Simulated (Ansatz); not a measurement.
Ansatz (a program for electronic structure) input (HF/STO-3G):

Ansatz 0.2 input:
```yaml
crystal:
  periodic: [false, false, false]
  atoms:
    - {symbol: P, position_ang: [0.00000000, 0.00000000, 0.00000000]}
    - {symbol: H, position_ang: [0.01153407, 1.31627200, -0.47059855]}
    - {symbol: H, position_ang: [1.13540986, -0.67067869, -0.46389931]}
    - {symbol: H, position_ang: [-1.14728752, -0.65050087, -0.46340908]}
    - {symbol: H, position_ang: [0.00034359, 0.00490756, 1.39790694]}
basis:
  gaussian:
    orbitals: STO-3G
hamiltonian:
  xc: {name: HF}
total_charge: 1
relax: {f_tol: 0.003, max_steps: 120}
```

From the last part of the output:

```
integrals: 0.00 GiB planned
159 factors; integrals over basis functions are off by at most 4.3e-6 eV
mean field: 0.04 GiB planned
mean field -9225.34083390 eV, -339.0250224852 hartree, gradient 1.5e-5 eV, S^2 0.000000; 0 other end points of the search recorded, 0 dependent functions left out
the calculation of the forces begins
reference -9225.34083390 eV, -339.0250224852 hartree; 9, 9 occupied and 4, 4 virtual orbitals, 159 factors
relax step   2: F+E_penalty+E_count = -9225.34083390 eV  Δ(F+E_penalty+E_count) = -1.617e-2 eV  max|allowed force component| = 2.465e-2 eV/Å  Δτ_max = 0.0148 Å  (16 SCF iters, accepted)
these checks for a lower state are left out or cut short: starts, cluster_reference, orbital_swaps, neighbouring_geometries, increment
integrals: 0.00 GiB planned
159 factors; integrals over basis functions are off by at most 4.3e-6 eV
mean field: 0.04 GiB planned
mean field evaluation 16: about -9225.3322 eV, gradient 4.6e-2 eV
mean field -9225.34086931 eV, -339.0250237866 hartree, gradient 1.4e-5 eV, S^2 0.000000; 0 other end points of the search recorded, 0 dependent functions left out
the calculation of the forces begins
reference -9225.34086931 eV, -339.0250237866 hartree; 9, 9 occupied and 4, 4 virtual orbitals, 159 factors
relax step   3: F+E_penalty+E_count = -9225.34086931 eV  Δ(F+E_penalty+E_count) = -3.541e-5 eV  max|allowed force component| = 9.606e-5 eV/Å  Δτ_max = 0.0007 Å  (14 SCF iters, accepted)
integrals: 0.00 GiB planned
159 factors; integrals over basis functions are off by at most 4.3e-6 eV
mean field: 0.04 GiB planned
mean field evaluation 32: about -9225.3409 eV, gradient 3.6e-4 eV
mean field -9225.34086931 eV, -339.0250237866 hartree, gradient 1.4e-5 eV, S^2 0.000000; 1 other end points of the search recorded, 0 dependent functions left out
the calculation of the forces begins
reference -9225.34086931 eV, -339.0250237866 hartree; 9, 9 occupied and 4, 4 virtual orbitals, 159 factors
Total energy: -9225.34086931 eV, -339.0250237866 hartree
Atom 0 at     0.000000    -0.000000    -0.000000 Å, force    -0.000000    -0.000000     0.000000 eV/Å
Atom 1 at     0.011406     1.301656    -0.465373 Å, force     0.000001     0.000090    -0.000032 eV/Å
Atom 2 at     1.122802    -0.663231    -0.458748 Å, force     0.000078    -0.000046    -0.000032 eV/Å
Atom 3 at    -1.134548    -0.643278    -0.458263 Å, force    -0.000079    -0.000045    -0.000032 eV/Å
Atom 4 at     0.000340     0.004853     1.382385 Å, force     0.000000     0.000000     0.000096 eV/Å
Dipole moment:     0.000000     0.000000    -0.000000 e Å
```

The dipole moment of an ion depends on the origin.
